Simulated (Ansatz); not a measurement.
Rock-salt NaI: PBE at its full settings (plane-wave cutoff 520 eV, 10×10×10 k mesh, Fermi–Dirac smearing 0.01 eV, scalar-relativistic PAW data made under PBE) and at cheaper ones, in a cell of 2 atoms with Γ-centred meshes.

```csv
level and setting,lattice parameter a (Å),bulk modulus B0 (GPa)
PBE (Ansatz),6.530,15.1
PBE (2×2×2 k mesh) (Ansatz),6.812,12.2
PBE (4×4×4 k mesh) (Ansatz),6.536,15.1
PBE (6×6×6 k mesh) (Ansatz),6.530,15.1
PBE (Fermi-Dirac smearing of 0.3 eV) (Ansatz),6.530,15.1
```

Largest shifts from the full settings: lattice constant a +4.32 % (PBE (2×2×2 k mesh)), against a difference of +1.89 % of the full result from the reference 6.409 Å (measured, low temperature, zero-point motion not removed; as tabulated in Doll and Stoll (1998), arXiv:cond-mat/9801031); bulk modulus -19.2 % (PBE (2×2×2 k mesh)), against a difference of -15.6 % of the full result from the reference 17.9 GPa (measured, 4 K, zero-point motion not removed; as tabulated in Doll and Stoll (1998), arXiv:cond-mat/9801031).

The full settings aren't shown to be converged themselves.

Ansatz's density-functional and Hartree–Fock values are scalar-relativistic unless marked +SOC, with PAW data made under PBE.

Run with cheap settings on purpose, which may leave them unconverged: PBE (2×2×2 k mesh), PBE (4×4×4 k mesh), PBE (6×6×6 k mesh), PBE (Fermi-Dirac smearing of 0.3 eV).

Ansatz is a quantum-chemistry and plane-wave program.
